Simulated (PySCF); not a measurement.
# Working out the electron affinity of F

F⁻ [Ne] (1S) → F [He] 2s2 2p5 (2P). Calculation: PySCF 2.14, in aug-cc-pCVQZ-DK (9s8p6d4f2g, 109 functions); scalar relativity by spin-free X2C-1e. Frozen: nothing. Energies in hartree (1 hartree = 27.21139 eV):

| part | F⁻ (lower) | F (upper) |
| --- | --- | --- |
| UHF | -99.544055 | -99.501137 |
| MP2 opposite-spin | -0.290992 | -0.226783 |
| MP2 same-spin | -0.090444 | -0.061219 |

Problem. What does Hartree-Fock give?

Solution. (-99.501137) − (-99.544055) = 0.042918 hartree = 1.168 eV.

Problem. What do MP2 and SCS-MP2 (6/5 opposite-spin, 1/3 same-spin) give?

Solution. The opposite-spin parts differ by 1.747 eV and the same-spin parts by 0.795 eV. MP2: 1.168 + (1.747) + (0.795) = 3.710 eV. SCS-MP2: 1.168 + 1.2 × (1.747) + (0.795)/3 = 3.529 eV.

A first-order spin-orbit estimate adds -0.017 eV to MP2 (valence and next inner shell), giving 3.693 eV against 3.401 eV (measured; photodetachment measurements, as compiled on the Wikipedia data page of electron affinities).

What remains against the reference includes basis incompleteness and correlation beyond second order.
